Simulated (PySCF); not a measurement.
Gas-phase reaction: 4 SiCl3 + 3 SiH4 ⇌ 2 H3SiSiCl3 + 3 SiH2Cl2

Energies from PySCF, thermal terms from the rigid-rotor harmonic-oscillator model, ideal gas at 1 bar. † marks an energy on the PBE0/def2-TZVP geometry and frequencies; other levels use their own. 6-31G* has spherical d functions here. Open shells (unrestricted): SiCl3 (multiplicity 2); the rest are closed-shell singlets. B3LYP is the form with VWN-RPA correlation. H3SiSiCl3: computed as isolated molecules; such fragments, hydroxides, amides, oligomers or adducts are transient or little studied in the gas.

| level | ΔH°(298 K), kJ |
|---|---|
| B3LYP/6-31G* | -569 |
| BLYP/def2-TZVP† | (withheld) |
| HF/6-31G* | -505 |
| HF/def2-TZVP† | -487 |
| PBE0/def2-SVP† | -599 |
| PBE0/def2-TZVP | (withheld) |
| r2SCAN/def2-TZVP† | -574 |
| LDA/def2-TZVP† | -656 |
| ωB97M-V/def2-TZVP† | (withheld) |
| ωB97X-V/def2-TZVP† | (withheld) |

Some entries are withheld; supply them.


- BLYP/def2-TZVP†, ΔH°(298 K), kJ: -524
- PBE0/def2-TZVP, ΔH°(298 K), kJ: -597
- ωB97M-V/def2-TZVP†, ΔH°(298 K), kJ: -650
- ωB97X-V/def2-TZVP†, ΔH°(298 K), kJ: -660
